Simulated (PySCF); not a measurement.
**H₂NO radical: geometry, EPR parameters**

Aim: predict the EPR parameters of H₂NO radical (`N[O]`).

Programs: PySCF 2.14.0, with density-fitted response routines of our own. Each step states its level of theory. These are calculated values for one molecule in the gas phase, unless marked as measured. Atoms are numbered from 0 throughout.

## (1) The molecule as given

4 atoms, charge 0, multiplicity 2; geometry from: GFN2-xTB.

Bonds of the start (Å): N0–O1 1.28, N0–H2 1.02, N0–H3 1.02.

## (2) Geometry optimisation at PBE0-D3(BJ)/def2-SVP

Job settings and geometry (Å):

```
{"job": {"xc": "PBE0", "basis": "def2-SVP", "d3": "d3bj", "grid": 1, "kind": "geom"}, "charge": 0, "multiplicity": 2}
N     -0.063760     0.004190     0.080640
O      1.207370    -0.007370    -0.043300
H     -0.569310    -0.871430    -0.026530
H     -0.553830     0.884150    -0.056520
```

**Question.** This job is followed by: UKS B3LYP, IGLO-III on N O, pcH-1 on H, non-relativistic, mean-field spin-orbit, GIAO. Predict these results of the whole session: point group; rotational constants (main isotopes); g(iso) (B3LYP); ⟨S²⟩; largest a(iso) (averaged by class).

**Answer**, as computed:

| quantity | value |
| --- | --- |
| point group | Cs |
| rotational constants (main isotopes) | 322.01, 34.86, 31.55 GHz |
| g(iso) (B3LYP) | 2.00634 |
| ⟨S²⟩ | 0.754 (exact 0.75) |
| largest a(iso) (averaged by class) | 17O on O1, -47.8 MHz |

In words: Relaxing lowered the energy by 0.015 eV in 4 steps; the close pair that moved most is N0–O1, from 1.277 to 1.258 Å. The largest spin populations lie on O1 (0.60 e), N0 (0.45 e). The isotropic g lies 4.0 ppt above the free-electron value.
